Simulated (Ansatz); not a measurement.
in.yaml

```yaml
crystal:
  periodic: [false, false, false]
  atoms:
    - {symbol: Hf, position_ang: [-0.210200, 0.001568, 0.001612]}
    - {symbol: N, position_ang: [2.136700, -0.015941, -0.016386]}
    - {symbol: H, position_ang: [2.503190, -0.967894, -0.014388]}
    - {symbol: H, position_ang: [2.520091, 0.460019, 0.800319]}
    - {symbol: H, position_ang: [2.507421, 0.451692, -0.843682]}
basis:
  gaussian: {orbitals: def2-SVP}
total_charge: 1
magnetization: {spin_polarized: false, initial_magnetization: 3}
correlation: {method: ccsd_t, electrons: outside_noble_gas}
```

```sh
$ ansatz run in.yaml --threads 1 --pin off --events-out ev --progress --plain --max-ram 2816MiB --backend cpu
```

The program prints:

```
626 factors; integrals over basis functions are off by at most 1.0e-3 eV
mean field evaluation 1: about -2797.8396 eV, gradient 5.6e1 eV
mean field evaluation 2: about -2797.8461 eV, gradient 5.6e1 eV
mean field evaluation 4: about -2812.1667 eV, gradient 7.8e0 eV
mean field evaluation 8: about -2812.5569 eV, gradient 2.4e-1 eV
mean field evaluation 16: about -2812.6656 eV, gradient 4.8e-1 eV
mean field evaluation 32: about -2812.5296 eV, gradient 1.6e-1 eV
mean field evaluation 64: about -2812.6656 eV, gradient 2.3e-1 eV
mean field evaluation 96: about -2812.6150 eV, gradient 3.0e-2 eV
mean field evaluation 128: about -2812.6551 eV, gradient 2.5e-1 eV
mean field evaluation 160: about -2812.6749 eV, gradient 8.0e-2 eV
...
mean field evaluation 1344: about -2809.7864 eV, gradient 1.9e-3 eV
mean field evaluation 1376: about -2810.4034 eV, gradient 1.7e-1 eV
mean field -2812.66684349 eV, -103.3636000044 hartree, gradient 2.4e-6 eV, S^2 3.750000; 29 other end points of the search recorded, 0 dependent functions left out
mean field evaluation 1408: about -2812.7706 eV, gradient 2.4e-2 eV
mean field evaluation 1440: about -2812.7219 eV, gradient 1.6e0 eV
mean field evaluation 1472: about -2812.6385 eV, gradient 2.2e-1 eV
mean field evaluation 1504: about -2812.5987 eV, gradient 3.7e-1 eV
mean field evaluation 1536: about -2812.7699 eV, gradient 6.3e-1 eV
mean field evaluation 1568: about -2812.6289 eV, gradient 5.0e-1 eV
determinant -2812.66684349 eV, -103.3636000044 hartree, with singles and doubles -2818.73309317 eV, -103.5865305682 hartree
determinant -2812.61498094 eV, -103.3616940907 hartree, with singles and doubles -2818.67320342 eV, -103.5843296603 hartree
determinant -2812.54002067 eV, -103.3589393516 hartree, with singles and doubles -2818.61502094 eV, -103.5821914937 hartree
determinant -2812.53817124 eV, -103.3588713861 hartree, with singles and doubles -2818.61240832 eV, -103.5820954817 hartree
determinant -2812.48107595 eV, -103.3567731730 hartree, with singles and doubles -2818.60456113 eV, -103.5818071029 hartree
determinant -2812.48017184 eV, -103.3567399477 hartree, with singles and doubles -2818.60288010 eV, -103.5817453259 hartree
determinant -2812.24579829 eV, -103.3481268786 hartree, with singles and doubles -2818.44878026 eV, -103.5760822612 hartree
determinant -2812.10897357 eV, -103.3430986628 hartree, with singles and doubles -2818.31081174 eV, -103.5710120116 hartree
determinant -2812.07039651 eV, -103.3416809819 hartree, with singles and doubles -2818.24877994 eV, -103.5687323852 hartree
determinant -2811.69867154 eV, -103.3280203414 hartree, with singles and doubles -2817.68330701 eV, -103.5479516381 hartree
determinant -2810.64304482 eV, -103.2892267748 hartree, with singles and doubles -2816.80398022 eV, -103.5156369749 hartree
determinant -2810.42468720 eV, -103.2812022803 hartree, with singles and doubles -2816.60111909 eV, -103.5081819658 hartree
determinant -2809.84592105 eV, -103.2599330166 hartree, with singles and doubles -2815.93766581 eV, -103.4838005075 hartree
determinant -2809.78638446 eV, -103.2577450873 hartree, with singles and doubles -2815.87089622 eV, -103.4813467703 hartree
determinant -2809.60488322 eV, -103.2510750397 hartree, with singles and doubles -2815.56830760 eV, -103.4702268435 hartree
determinant -2812.66684349 eV, -103.3636000044 hartree, with singles and doubles -2818.73531577 eV, -103.5866122472 hartree
determinant -2812.61498094 eV, -103.3616940907 hartree, with singles and doubles -2818.67597127 eV, -103.5844313770 hartree
determinant -2812.54002067 eV, -103.3589393516 hartree, with singles and doubles -2818.64080152 eV, -103.5831389125 hartree
determinant -2812.53817124 eV, -103.3588713861 hartree, with singles and doubles -2818.65053488 eV, -103.5834966068 hartree
determinant -2812.48107595 eV, -103.3567731730 hartree, with singles and doubles -2818.63522924 eV, -103.5829341349 hartree
determinant -2812.48017184 eV, -103.3567399477 hartree, with singles and doubles -2818.66138521 eV, -103.5838953492 hartree
determinant -2812.24579829 eV, -103.3481268786 hartree, with singles and doubles -2818.51691026 eV, -103.5785859927 hartree
determinant -2812.10897357 eV, -103.3430986628 hartree, with singles and doubles -2818.45774025 eV, -103.5764115349 hartree
determinant -2812.07039651 eV, -103.3416809819 hartree, with singles and doubles -2818.33047015 eV, -103.5717344450 hartree
mean field evaluation 1600: about -2812.6668 eV, gradient 4.1e-5 eV
5 core orbitals not correlated: weight in the atoms' cores, before any rotation towards them, 0.994 or more for the frozen orbitals, at most 0.004 for the correlated occupied ones
reference -2812.66684349 eV, -103.3636000044 hartree; 7, 4 occupied and 49, 52 virtual orbitals, 626 factors
second order -5.55664201 eV of doubles, -0.00169787 eV of singles
cycle   1  -6.06846812 eV  change    4.2e-6 eV  update   6.1e-6
perturbative correction -0.13079126 eV, -0.0048064902 hartree
Total energy: -2818.86610288 eV, -103.5914185847 hartree
```

Ran on 1 thread of AMD EPYC 7R13, shared host: 67 s wall, 0.31 GiB peak host memory.
